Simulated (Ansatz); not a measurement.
This script makes a test of scalar relativity of ClF with Ansatz 0.2.0 through its Python package.

Script `x2c_clf.py`:
```python
"""Scalar relativity in ClF."""

import warnings

import ansatz
import numpy as np

warnings.simplefilter("ignore", ansatz.DeckWarning)

geometry_ang = [
    ("F", (0.8143, 0.0, 0.0)),
    ("Cl", (-0.8143, 0.0, 0.0)),
]
system = ansatz.Crystal.molecule()
for symbol, xyz in geometry_ang:
    system = system.atom(symbol, xyz)

setup = system.calculation().functional("pbe0").forces()
# a set contracted for a scalar-relativistic Hamiltonian goes with the relativistic run
sets = {"none": "cc-pVTZ", "scalar": "cc-pVTZ-DK"}
found = {kind: setup.basis(gaussian=basis).pseudopotentials(relativity=kind).run(threads=1).report for kind, basis in sets.items()}
for kind, each in found.items():
    dipole = 4.803205 * np.linalg.norm(each["charge_distribution"]["dipole_moment_e_ang"])
    print(f"{kind:7s} E = {each['free_energy_ev']:.4f} eV  dipole {dipole:.3f} D  largest force component {np.abs(each['forces_ev_ang']).max():.4f} eV/A")
print(f"relativity lowers the total energy by {found['none']['free_energy_ev'] - found['scalar']['free_energy_ev']:.3f} eV")
```

What does scalar relativity change in the total energy and in the dipole?

The total moves by -41.0 eV, nearly all in the cores, and the dipole from 0.90 to 0.91 D.

The output:

Running `python x2c_clf.py` prints:
```text
none    E = -15232.0780 eV  dipole 0.902 D  largest force component 0.0789 eV/A
scalar  E = -15273.0895 eV  dipole 0.913 D  largest force component 0.0574 eV/A
relativity lowers the total energy by 41.012 eV
```

What to keep in mind:
- Total energies depend on the basis set; only differences at equal settings carry meaning.
- The geometry is a force-field or estimated start, not a minimum of this method. The basis set changes with the Hamiltonian (a set recontracted for scalar relativity), and most of the change in the total lies in the cores.
- Hardware and time: 1.9 s on 1 thread of Arm Neoverse V1 (shared host), peak memory 0.17 GiB.
